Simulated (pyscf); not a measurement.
A first-order saddle from PySCF, ωB97X-D3(BJ)/def2-SVP:

```
Ga
H 1 1.6976
H 2 1.1113 1 82.22
Cl 3 1.5326 2 151.70 1 -1.18
Cl 1 2.1344 2 112.03 3 -103.68
S 1 2.1815 2 115.36 3 108.24
H 6 1.3482 1 92.40 2 149.32
```
Charge 0, spin multiplicity 1.

Surface: singlet, charge 0. Lowest wavenumbers (cm⁻¹): 1137i, 82, 108, 134, 156.

Q: Name the species on either side of this saddle.

A: HS–Ga(Cl)–Cl (SMILES [SH][Ga]([Cl])[Cl]) + H₂ (SMILES [H][H]) ⇌ HS–GaH–Cl (SMILES [SH][GaH][Cl]) + HCl (SMILES Cl), a four-centre exchange read from left to right: Cl–Ga, H–H broken and Ga–H, Cl–H formed. At ωB97M-D3(BJ)/def2-TZVP it lies +143.5 kJ/mol from the left side and +57.4 kJ/mol from the right (each side as separated species at their lowest minima found). On the product side the descent ends in a complex, 30.2 kJ/mol under the separated species and 75.1 kJ/mol under the saddle at ωB97X-D3(BJ)/def2-TZVP. This is the saddle that the search found; another between the same sides may lie lower. Elements up to Kr have no core potential and no relativistic terms here.
